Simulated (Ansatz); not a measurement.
# CuBr2 (doublet): single points with varied inputs

Aim: run CuBr2 (doublet) under a spread of inputs, and see what each costs and gives.

Method: the settings change from run to run; program: Ansatz 0.2.0, Gaussian basis.

3 further runs of the same task are left out: 3 that didn't finish.

## (1) The geometry

An earlier PBE-D4 in a triple-zeta def2 set relaxation fixed the geometry.

3 atoms, charge 0, spin multiplicity 2.

Atoms are counted from 1 here; the program's logs count them from 0.

Bond lengths: Cu1–Br2 2.219 Å, Cu1–Br3 2.219 Å. Angles: Br2–Cu1–Br3 180.0°.

Geometry (Å):

```xyz
3
Br2Cu
Cu    0.0000    0.0000    0.0000
Br   -0.0156   -0.0196    2.2184
Br    0.0155    0.0196   -2.2184
```

## (2) r2SCANh/pcseg-2

This run has D3(BJ) with three-body dispersion, the search for lower states set to off.

Input file in.yaml:

```yaml
crystal:
  periodic: [false, false, false]
  atoms:
    - {symbol: Cu, position_ang: [0.000005, 0.000008, 0.000001]}
    - {symbol: Br, position_ang: [-0.015555, -0.019559, 2.218436]}
    - {symbol: Br, position_ang: [0.015550, 0.019561, -2.218437]}
basis:
  gaussian: {orbitals: pcseg-2}
magnetization: {spin_polarized: true, initial_magnetization: 1}
hamiltonian: {xc: {name: r2SCANh}, dispersion: d3bjatm}
scf: {lower_state_search: off}
```

Launch:

```console
ansatz run in.yaml --threads 4 --pin off --events-out ev --progress --plain --max-ram 3916MiB
```

Standard output:

```text
Functional definition: r2SCANh
  name "r2SCANh"
  cite "Bursch, Neugebauer, Ehlert & Grimme, J. Chem. Phys. 156, 134105 (2022) doi:10.1063/5.0086040"
  cite "Furness, Kaplan, Ning, Perdew & Sun, J. Phys. Chem. Lett. 11, 8208 (2020) doi:10.1021/acs.jpclett.0c02405"
  cite "Furness, Kaplan, Ning, Perdew & Sun, J. Phys. Chem. Lett. 11, 9248 (2020) doi:10.1021/acs.jpclett.0c03077"
  parent r2scan
  parameter a = 0.1
  parameter k0 = 0.174
  parameter k1 = 0.065
  parameter a1 = 4.9479
  exchange = (1 - a)*r2scan_x(k0 = k0, k1 = k1, a1 = a1) + a*exact_x
  correlation = r2scan_c
these checks for a lower state are left out or cut short: stability, starts, cluster_reference, orbital_swaps, neighbouring_geometries, increment
1020 factors; integrals over basis functions are off by at most 1.1e-3 eV
mean field evaluation 1: about -184735.1612 eV, gradient 2.8e1 eV
mean field evaluation 2: about -184691.9717 eV, gradient 1.5e2 eV
mean field evaluation 4: about -184736.9453 eV, gradient 6.3e0 eV
mean field evaluation 8: about -184737.0485 eV, gradient 2.4e-1 eV
mean field evaluation 16: about -184737.0489 eV, gradient 4.9e-4 eV
mean field -184737.04886561 eV, -6788.9613265420 hartree, gradient 4.1e-6 eV, S^2 0.754758; 0 other end points of the search recorded, 0 dependent functions left out
reference -184737.04887586 eV, -6788.9613269188 hartree; 50, 49 occupied and 92, 93 virtual orbitals, 1020 factors
Total energy: -184737.07350942 eV, -6788.9622321853 hartree
Checks for a lower state left out: stability, starts, cluster_reference, orbital_swaps, neighbouring_geometries, increment
```

Wall time 8 s (4 threads of Arm Neoverse N1, shared host).

⟨S²⟩ 0.755.

## (3) PBE0/aug-cc-pVDZ

Options: D3(BJ) with three-body dispersion.

Edit in.yaml of step 2 so:

```diff
@@ -7,5 +7,6 @@
 basis:
-  gaussian: {orbitals: pcseg-2}
+  gaussian: {orbitals: aug-cc-pVDZ}
 magnetization: {spin_polarized: true, initial_magnetization: 1}
-hamiltonian: {xc: {name: r2SCANh}, dispersion: d3bjatm}
-scf: {lower_state_search: off}
+hamiltonian: {xc: {name: PBE0}, dispersion: d3bjatm}
+scf: {omitted_lower_state_checks: [starts]}
+output: {forces: true}
```

Launched as before.

Standard output, cut to the lines that bear on the results:

```text
Functional definition: PBE0
  name "PBE0"
  cite "Adamo & Barone, J. Chem. Phys. 110, 6158 (1999) doi:10.1063/1.478522"
  cite "Perdew, Burke & Ernzerhof, Phys. Rev. Lett. 77, 3865 (1996) doi:10.1103/PhysRevLett.77.3865"
  parent pbe
[...]
1424 factors; integrals over basis functions are off by at most 5.0e-4 eV
[...]
mean field -184712.55599599 eV, -6788.0612301852 hartree, gradient 3.6e-6 eV, S^2 0.756003; 0 other end points of the search recorded, 0 dependent functions left out
[...]
reference -184712.55604272 eV, -6788.0612319027 hartree; 50, 49 occupied and 81, 82 virtual orbitals, 1424 factors
Total energy: -184712.62986255 eV, -6788.0639447314 hartree
Atom 0 at     0.000005     0.000008     0.000001 Å, force    -0.000010    -0.000009    -0.000000 eV/Å
Atom 1 at    -0.015555    -0.019559     2.218436 Å, force     0.001247     0.001567    -0.177140 eV/Å
Atom 2 at     0.015550     0.019561    -2.218437 Å, force    -0.001237    -0.001557     0.177140 eV/Å
Dipole moment:     0.000003     0.000003     0.000000 e Å
Checks for a lower state left out: starts
```

It took 2 min on 4 threads of Arm Neoverse N1, shared host; peak memory 0.94 GiB.

Largest force 0.177 eV/Å, dipole 0.00 D, ⟨S²⟩ 0.756.

## (4) PBEsol/def2-mTZVP

Options: a grid of angular degree 23.

Edit in.yaml of step 3 so:

```diff
@@ -7,6 +7,5 @@
 basis:
-  gaussian: {orbitals: aug-cc-pVDZ}
+  gaussian: {orbitals: def2-mTZVP, final_grid: {core_spheres: 8, valence_spheres: 7, degree: 23}}
 magnetization: {spin_polarized: true, initial_magnetization: 1}
-hamiltonian: {xc: {name: PBE0}, dispersion: d3bjatm}
+hamiltonian: {xc: {name: PBEsol}}
 scf: {omitted_lower_state_checks: [starts]}
-output: {forces: true}
```

The command is unchanged.

Standard output:

```text
Functional definition: PBEsol
  name "PBEsol"
  cite "Perdew et al., Phys. Rev. Lett. 100, 136406 (2008) doi:10.1103/PhysRevLett.100.136406"
  cite "Perdew, Burke & Ernzerhof, Phys. Rev. Lett. 77, 3865 (1996) doi:10.1103/PhysRevLett.77.3865"
  parent pbesol
  exchange = pbesol_x
  correlation = pbesol_c
these checks for a lower state are left out or cut short: starts
1111 factors; their error is unknown
mean field evaluation 1: about -184580.5012 eV, gradient 2.2e1 eV
mean field evaluation 2: about -184552.3184 eV, gradient 1.2e2 eV
mean field evaluation 4: about -184581.1753 eV, gradient 1.1e1 eV
mean field evaluation 8: about -184581.4673 eV, gradient 1.6e0 eV
mean field evaluation 16: about -184581.4051 eV, gradient 3.0e-3 eV
mean field evaluation 32: about -184581.4047 eV, gradient 1.4e-2 eV
mean field -184581.40469995 eV, -6783.2415089536 hartree, gradient 4.2e-6 eV, S^2 0.751145; 0 other end points of the search recorded, 0 dependent functions left out
reference -184581.40474141 eV, -6783.2415104769 hartree; 50, 49 occupied and 55, 56 virtual orbitals, 1111 factors
Total energy: -184581.40474141 eV, -6783.2415104769 hartree
Checks for a lower state left out: starts
```

Wall time 11 s (4 threads of Arm Neoverse N1, shared host).

⟨S²⟩ 0.751.

## (5) The runs in one table

```
            level  charge  multiplicity  geometry  functions  energy (eV)   time
  r2SCANh/pcseg-2       0             2   relaxed        142  -184737.074    8 s
 PBE0/aug-cc-pVDZ       0             2   relaxed        131  -184712.630  2 min
PBEsol/def2-mTZVP       0             2   relaxed        105  -184581.405   11 s
```

## (6) Outcome

| quantity | value |
| --- | --- |
| runs | 3 |
| quickest | r2SCANh/pcseg-2, 8 s |
| slowest | PBE0/aug-cc-pVDZ, 2 min |
| spread of total energies, same state and geometry | 155.7 eV |

**Reading.** PBE0/aug-cc-pVDZ took 15 times as long as r2SCANh/pcseg-2. The jobs differ in tasks and options as well as level. The totals spread over 156 eV; they can't be compared across methods or bases. At the PBE-D4/def2-TZVP geometry and in the same state, runs without warnings or point charges leave forces up to 0.18 eV/Å (PBE0/aug-cc-pVDZ).
